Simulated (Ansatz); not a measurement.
# CHAlN (quartet): wave-function methods side by side, def2-QZVPP

An exercise on one series of results from a longer session: the logs are not shown, and one member is left open.

Method: def2-QZVPP, core rule «outside noble gas», up to 7 orbitals frozen; program: Ansatz 0.2.0, Gaussian basis.

Plan: UHF; ROHF; CCSD(T) on UHF.

2 further runs of the same task are left out: 2 set aside as unsound or not needed. Runs told in other sessions of the task aren't counted.

## The system

The geometry is a PBE0/def2-TZVP stationary point (not a proven minimum) of the parent state, kept for this charge and spin.

4 atoms, charge 0, spin multiplicity 4.

Atoms are counted from 1 here; the program's logs count them from 0.

Bond lengths: Al1–C2 2.001 Å, C2–N3 1.208 Å, N3–H4 1.022 Å. Angles: Al1–C2–N3 172.8°, C2–N3–H4 124.4°.

Coordinates:

```
Al    0.0000   -0.1308    2.2692
C     0.0001   -0.1177    0.2678
N     0.0000   -0.2604   -0.9317
H    -0.0001    0.5089   -1.6052
```

The first run:

Contents of in.yaml:

```yaml
crystal:
  periodic: [false, false, false]
  atoms:
    - {symbol: Al, position_ang: [-0.000010, -0.130819, 2.269156]}
    - {symbol: C, position_ang: [0.000100, -0.117705, 0.267760]}
    - {symbol: N, position_ang: [-0.000031, -0.260415, -0.931731]}
    - {symbol: H, position_ang: [-0.000059, 0.508939, -1.605185]}
basis:
  gaussian: {orbitals: "def2-QZVPP.json"}
magnetization: {spin_polarized: true, initial_magnetization: 3}
hamiltonian: {xc: hf}
output: {orbitals: {seedname: orbitals}}
```

Launch:

```console
$ ansatz run in.yaml --threads 1 --pin off --events-out ev --progress --plain --max-ram 2393MiB
```

Among the steps run: UHF; ROHF; CCSD(T) on UHF.

One table of the session follows, with a row left open; its other results are not shown here.

| method | from UCCSD(T) (kcal/mol) |
| --- | --- |
| ROHF | +271.22 |
| UHF | +269.77 |
| UMP2 | +21.76 |
| UCCSD | ? |
| UCCSD(T) | 0 |

**Question.** Estimate the row for UCCSD.

**Answer.** from UCCSD(T) (kcal/mol): +15.00. In the column «from UCCSD(T) (kcal/mol)» it lies between UCCSD(T) (0) and UMP2 (+21.76).
